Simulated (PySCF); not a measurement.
**What PySCF settings do for BC**

Base input, run as `python input.py` with PySCF 2.14:

```python
from pyscf import gto, scf, cc

mol = gto.M(
    atom='B 0 0 0; C 0 0 1.373',
    basis='cc-pvdz-dk',
    charge=0,
    spin=3,
    symmetry=True,
    verbose=3,
)
mf = scf.ROHF(mol)
mf = mf.sfx2c1e()
mf.kernel()
mycc = cc.CCSD(mf, frozen=2)
mycc.kernel()
mf.dip_moment()
print('orbital energies (hartree):', mf.mo_energy[..., max(0, mol.nelec[1]-3):mol.nelec[0]+3].round(4))
```

Base result: E(SCF) = -62.343050 Eh, E(CCSD) − E(SCF) = -0.15115 Eh, μz(SCF) = -2.41 D. The bond length is a typed value, not an optimised one. No search for the lowest solution was made.

Wall time 1.3 s on one thread of a shared host.

Each row names what differs from the base; energies in brackets are changes from the base.

| change | result |
| --- | --- |
| basis set: cc-pvdz-dk → pcseg-1; spin-free X2C: on → off | E(SCF) = -62.294144 Eh, E(CCSD) − E(SCF) = -0.15043 Eh, μz(SCF) = -2.61 D |
| geometry: bond 1.373 → bond 0 [unsound on purpose] | stops with AssertionError |
| functional: none (Hartree–Fock) → x3lyp; SCF type: ROHF → ROKS; step after the SCF: ccsd → analyze | E(SCF) = -62.652857 Eh, μz(SCF) = -1.28 D |
| geometry: bond 1.373 → bond 1.469 | E(SCF) = -62.332851 Eh (+0.2775 eV), E(CCSD) − E(SCF) = -0.17474 Eh, μz(SCF) = -0.20 D |
| electric field along z (a.u.): none → 0.005; point-group symmetry: on → off | E(SCF) = -62.320203 Eh (+0.6217 eV), E(CCSD) − E(SCF) = -0.17292 Eh, μz(SCF) = 0.52 D |
| functional: none (Hartree–Fock) → mn15l; SCF type: ROHF → ROKS; step after the SCF: ccsd → analyze | E(SCF) = -62.657404 Eh, μz(SCF) = -1.69 D |
| functional: none (Hartree–Fock) → pbesol; SCF type: ROHF → ROKS; step after the SCF: ccsd → analyze | E(SCF) = -62.290015 Eh, μz(SCF) = -1.07 D |
| charge: 0 → -1; spin (2S): 3 → 4 [no diffuse functions for the anion] | not converged: SCF |
| spin (2S): 3 → 1 | not converged: SCF |
| spin-free X2C: on → off [unsound on purpose] | E(SCF) = -62.320363 Eh, E(CCSD) − E(SCF) = -0.15109 Eh, μz(SCF) = -2.41 D |
| cycle limit: 50 → 1 [unsound on purpose] | not converged: SCF |
| frozen orbitals: 2 → 5 [unsound on purpose] | stops with ValueError (cannot reshape array of size 22 into shape (24,24)) after the SCF |
| density fitting: none → cc-pvdz-jkfit | E(SCF) = -62.342919 Eh (+0.0036 eV), E(CCSD) − E(SCF) = -0.15124 Eh, μz(SCF) = -2.41 D |
| step after the SCF: ccsd → gradient | E(SCF) = -62.343050 Eh (+0.0000 eV), μz(SCF) = -2.41 D, gradient on the second atom -0.0689 Eh/bohr |
| basis set: cc-pvdz-dk → 6-31+g*; spin-free X2C: on → off | E(SCF) = -62.317847 Eh, E(CCSD) − E(SCF) = -0.15301 Eh, μz(SCF) = -2.51 D |
| DIIS space: default → 2 | E(SCF) = -62.343050 Eh (+0.0000 eV), E(CCSD) − E(SCF) = -0.15115 Eh, μz(SCF) = -2.41 D |
| step after the SCF: ccsd → mp2; SCF type: ROHF → UHF | E(SCF) = -62.344578 Eh (-0.0416 eV), E(MP2) − E(SCF) = -0.11851 Eh, ⟨S²⟩ = 3.753, μz(SCF) = -2.45 D |
| step after the SCF: ccsd → tdhf; SCF type: ROHF → UHF; number of roots: default → 4 | E(SCF) = -62.344578 Eh (-0.0416 eV), ⟨S²⟩ = 3.753, μz(SCF) = -2.45 D, first excitations without spin–orbit coupling 0.73, 0.73, 4.35, 4.98 eV |
| density fitting: none → def2-universal-jkfit | E(SCF) = -62.343025 Eh (+0.0007 eV), E(CCSD) − E(SCF) = -0.15118 Eh, μz(SCF) = -2.41 D |
| basis set: cc-pvdz-dk → jorge-dzp; spin-free X2C: on → off | E(SCF) = -62.323185 Eh, E(CCSD) − E(SCF) = -0.15247 Eh, μz(SCF) = -2.45 D |

Order these changes by how far they move the SCF energy from the base, largest first: (1) density fitting: none → cc-pvdz-jkfit; (2) density fitting: none → def2-universal-jkfit; (3) electric field along z (a.u.): none → 0.005; point-group symmetry: on → off; (4) geometry: bond 1.373 → bond 1.469.

(3) +0.6217 eV, (4) +0.2775 eV, (1) +0.0036 eV, (2) +0.0007 eV.
